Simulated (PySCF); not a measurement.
Compound: C₃H₂ClOP.
SMILES: `Clc1cpco1`

A PySCF run (density fitting, gas phase, GFN2-xTB geometry) gave HOMO -6.80 eV, LUMO -1.42 eV, dipole 0.30 D.

**Question.** Which of these levels was it?
A. B3LYP/def2-SVPD
B. wB97X-D/pcSseg-1
C. PBE0/pcSseg-1

**Answer.** A. It is B3LYP/def2-SVPD. All candidates on this geometry:

| level and settings | kind | basis functions | SCF cycles | E (Eh) | HOMO (eV) | LUMO (eV) | dipole (D) |
| --- | --- | --- | --- | --- | --- | --- | --- |
| B3LYP/def2-SVPD | global hybrid | 150 | 14 | -991.9165 | -6.80 | -1.42 | 0.30 |
| PBE0/pcSseg-1 | global hybrid | 126 | 14 | -991.7124 | -7.05 | -1.21 | 0.29 |
| wB97X-D/pcSseg-1, fitting basis def2-qzvpp-jkfit, damping 0.3 at the start, DIIS from the seventh cycle | range-separated hybrid | 126 | 13 | -992.1293 | -8.85 | 0.51 | 0.35 |

The nearest other candidate, by the summed differences of HOMO and LUMO, is PBE0/pcSseg-1: its HOMO differs by -0.25 eV and its LUMO by +0.21 eV. wB97X-D ran without the empirical dispersion term, which would shift the total energy alone. Cycle counts include a coarse-grid stage where the run had one.
